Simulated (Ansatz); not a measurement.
Cartesian coordinates (Å):
```xyz
3

C     -0.0239    -0.1241     0.0000
N      1.0613     0.2723     0.0000
H     -1.0374    -0.4944     0.0000
```
Charge +1, spin multiplicity 2.

Level of theory: frozen-core CCSD(T)/cc-pVTZ // B3LYP-D3(BJ)/def2-SVP run with Ansatz (a program for electronic structure). The geometry is that of the parent before the electron was removed.

```yaml
HF energy: -92.46859 Ha
MP2 correlation energy: -0.26977 Ha
```

Estimate the CCSD correlation energy, the (T) correction, the total energy and the T1 diagnostic.


The CCSD correlation energy comes out as -0.29134 Ha and the (T) correction is -0.01221 Ha. The CCSD(T) total energy comes out as -92.77214 Ha and the T1 diagnostic comes out as 0.014.
